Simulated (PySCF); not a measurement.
**Running PySCF for NaB**

Input:

```python
from pyscf import gto, scf, cc

mol = gto.M(
    atom='Na 0 0 0; B 0 0 2.271',
    basis='pcseg-1',
    charge=0,
    spin=0,
    symmetry=True,
    verbose=4,
)
mf = scf.RHF(mol)
mf.kernel()
mycc = cc.CCSD(mf)
mycc.kernel()
mycc.ccsd_t()
mf.dip_moment()
print('orbital energies (hartree):', mf.mo_energy[..., max(0, mol.nelec[1]-3):mol.nelec[0]+3].round(4))
```

```bash
$ python input.py
```

It prints (some set-up lines and the per-cycle HOMO/LUMO lines with their warnings removed):

```
PySCF version 2.14.0

[INPUT] verbose = 4
[INPUT] num. atoms = 2
[INPUT] num. electrons = 16
[INPUT] charge = 0
[INPUT] spin (= nelec alpha-beta = 2S) = 0
[INPUT] symmetry True subgroup None
[INPUT] Mole.unit = angstrom
[INPUT] Symbol           X                Y                Z      unit          X                Y                Z       unit  Magmom
[INPUT]  1 Na     0.000000000000   0.000000000000   0.000000000000 AA    0.000000000000   0.000000000000   0.000000000000 Bohr   0.0
[INPUT]  2 B      0.000000000000   0.000000000000   2.271000000000 AA    0.000000000000   0.000000000000   4.291568028887 Bohr   0.0

nuclear repulsion = 12.8158285339498
point group symmetry = Coov
symmetry origin: [0.         0.         1.34111501]
symmetry axis x: [1. 0. 0.]
symmetry axis y: [0. 1. 0.]
symmetry axis z: [0. 0. 1.]
num. orbitals of irrep A1 = 12
num. orbitals of irrep E1x = 5
num. orbitals of irrep E1y = 5
num. orbitals of irrep E2x = 1
num. orbitals of irrep E2y = 1
number of shells = 5
number of NR pGTOs = 58
number of NR cGTOs = 24
basis = pcseg-1
ecp = {}

******** <class 'pyscf.scf.hf_symm.SymAdaptedRHF'> ********
method = SymAdaptedRHF
initial guess = minao
damping factor = 0
level_shift factor = 0
DIIS = <class 'pyscf.scf.diis.CDIIS'>
diis_start_cycle = 1
diis_space = 8
diis_damp = 0
SCF conv_tol = 1e-09
SCF conv_tol_grad = None
SCF max_cycles = 50
direct_scf = True
direct_scf_tol = 1e-13
Freeze 0 electrons in irreps []
    16 free electrons in irreps A1 E1x E1y E2x E2y
Set gradient conv threshold to 3.16228e-05
Initial guess from minao.
init E= -186.21067083665
cycle= 1 E= -186.201990021155  delta_E= 0.00868  |g|= 0.234  |ddm|= 1.37
cycle= 2 E= -186.294621644252  delta_E= -0.0926  |g|= 0.158  |ddm|= 1.22
cycle= 3 E= -186.306550875216  delta_E= -0.0119  |g|= 0.0571  |ddm|= 0.274
cycle= 4 E= -186.309857123097  delta_E= -0.00331  |g|= 0.0103  |ddm|= 0.284
cycle= 5 E= -186.310188439852  delta_E= -0.000331  |g|= 0.00159  |ddm|= 0.121
cycle= 6 E= -186.31019450633  delta_E= -6.07e-06  |g|= 0.000304  |ddm|= 0.0176
cycle= 7 E= -186.310194672099  delta_E= -1.66e-07  |g|= 5.48e-05  |ddm|= 0.00259
cycle= 8 E= -186.310194676779  delta_E= -4.68e-09  |g|= 6.75e-06  |ddm|= 0.00045
cycle= 9 E= -186.310194676815  delta_E= -3.58e-11  |g|= 2.03e-06  |ddm|= 2.06e-05
Extra cycle  E= -186.310194676821  delta_E= -5.85e-12  |g|= 8.19e-07  |ddm|= 8.71e-06
converged SCF energy = -186.310194676821

******** <class 'pyscf.cc.ccsd.CCSD'> ********
CC2 = 0
CCSD nocc = 8, nmo = 24
max_cycle = 50
direct = 0
conv_tol = 1e-07
conv_tol_normt = 1e-05
diis_space = 6
diis_start_cycle = 0
diis_start_energy_diff = 1e+09
Init t2, MP2 energy = -186.371842054777  E_corr(MP2) -0.061647377955546
Init E_corr(CCSD) = -0.0616473779561074
cycle = 1  E_corr(CCSD) = -0.0756962245364429  dE = -0.0140488466  norm(t1,t2) = 0.0698942
cycle = 2  E_corr(CCSD) = -0.0818215092947094  dE = -0.00612528476  norm(t1,t2) = 0.0439512
cycle = 3  E_corr(CCSD) = -0.087415982854631  dE = -0.00559447356  norm(t1,t2) = 0.0304969
cycle = 4  E_corr(CCSD) = -0.0900740693503454  dE = -0.0026580865  norm(t1,t2) = 0.0179098
cycle = 5  E_corr(CCSD) = -0.0896244779201361  dE = 0.00044959143  norm(t1,t2) = 0.0089349
cycle = 6  E_corr(CCSD) = -0.0897775010327099  dE = -0.000153023113  norm(t1,t2) = 0.00410782
cycle = 7  E_corr(CCSD) = -0.0897149636514607  dE = 6.25373812e-05  norm(t1,t2) = 0.00289008
cycle = 8  E_corr(CCSD) = -0.0897294453275355  dE = -1.44816761e-05  norm(t1,t2) = 0.00198688
cycle = 9  E_corr(CCSD) = -0.0897036102690479  dE = 2.58350585e-05  norm(t1,t2) = 0.000958714
cycle = 10  E_corr(CCSD) = -0.0897370122371191  dE = -3.34019681e-05  norm(t1,t2) = 0.000332912
cycle = 11  E_corr(CCSD) = -0.089748298936301  dE = -1.12866992e-05  norm(t1,t2) = 0.000118638
cycle = 12  E_corr(CCSD) = -0.0897527283337309  dE = -4.42939743e-06  norm(t1,t2) = 6.22637e-05
cycle = 13  E_corr(CCSD) = -0.08975089325318  dE = 1.83508055e-06  norm(t1,t2) = 3.65454e-05
cycle = 14  E_corr(CCSD) = -0.0897498680570315  dE = 1.02519615e-06  norm(t1,t2) = 1.59396e-05
cycle = 15  E_corr(CCSD) = -0.0897498694544609  dE = -1.39742939e-09  norm(t1,t2) = 5.58722e-06
CCSD converged
E(CCSD) = -186.3999445462755  E_corr = -0.08974986945446085
CCSD(T) correction = -0.00342447081369433
Dipole moment(X, Y, Z, Debye):  0.00000,  0.00000, -5.99907
orbital energies (hartree): [-1.5046 -0.4655 -0.1875  0.0152  0.0674  0.0674]
```

In short: E(SCF) = -186.310195 Eh, 9 cycles, E(CCSD) − E(SCF) = -0.08975 Eh, (T) = -0.00342 Eh, μz(SCF) = -6.00 D.

Wall time 0.88 s on one thread of a shared host.

At this level a UHF run with spin=2 ends 0.81 eV lower; the true order of the states can differ. Stability towards an unrestricted solution was not tested. The bond length is a typed value, not an optimised one.
